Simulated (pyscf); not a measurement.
# Four-centre exchange: HO–Al(F)–F (SMILES [OH][Al]([F])[F]) + H₂ (SMILES [H][H]) → HO–Al(F)–F (SMILES [OH][Al]([F])[F]) + H₂ (SMILES [H][H])

Gas phase, singlet surface, charge 0. Bonds broken: O1–H6, H5–H7. Bonds formed: O1–H5, H6–H7. Optimised with ωB97X-D3(BJ)/def2-SVP in PySCF.

Transition state (Å):

```xyz
7

O     -0.7499    -0.6477     0.3564
Al     0.4440     0.4285    -0.1856
F      1.5084     1.1097     0.8792
F      0.5692     0.8194    -1.7866
H     -1.7149    -1.4314     0.2254
H     -1.3622    -1.3158     1.2179
H     -2.1884    -1.9713     1.0221
```

One imaginary mode, 2842i cm⁻¹; descent along it reached the two sides named.

```tsv
bond	change	reactant side (Å)	saddle	product side
O1–H6	breaks	0.959	1.250	2.447
H5–H7	breaks	0.761	1.073	3.4
O1–H5	forms	2.450	1.250	0.959
H6–H7	forms	3.4	1.073	0.762
```

Electronic energies relative to the separated reactants (eV):

| level | barrier | reaction energy | reverse barrier |
|---|---|---|---|
| ωB97X-D3(BJ)/def2-TZVP | 3.04 | 0.00 | 3.04 |
| PBE/def2-TZVP | 2.60 | 0.00 | 2.60 |
| r²SCAN/def2-TZVP | 2.82 | 0.00 | 2.82 |
| B3LYP-D3(BJ)/def2-TZVP | 2.92 | 0.00 | 2.92 |
| PBE0-D3(BJ)/def2-TZVP | 2.84 | 0.00 | 2.84 |
| M06-2X/def2-TZVP | 3.08 | 0.00 | 3.08 |
| ωB97M-D3(BJ)/def2-TZVP | 2.97 | 0.00 | 2.97 |
| HF/def2-TZVP | 3.88 | 0.00 | 3.88 |

With ωB97M-D3(BJ)/def2-TZVP energies and thermal terms (ideal gas, 1 atm, RRHO with modes under 100 cm⁻¹ raised to 100, one conformer, R ln 2 for chiral ones without a mode under 150 cm⁻¹), in eV:

| T (K) | ΔH‡ | ΔG‡ | ΔH | ΔG |
|---|---|---|---|---|
| 298 | 2.89 | 3.23 | 0.00 | 0.00 |
| 600 | 2.86 | 3.59 | 0.00 | 0.00 |
| 900 | 2.86 | 3.96 | 0.00 | 0.00 |
| 1200 | 2.87 | 4.33 | 0.00 | 0.00 |

One saddle was located; it need not be the lowest between these sides.
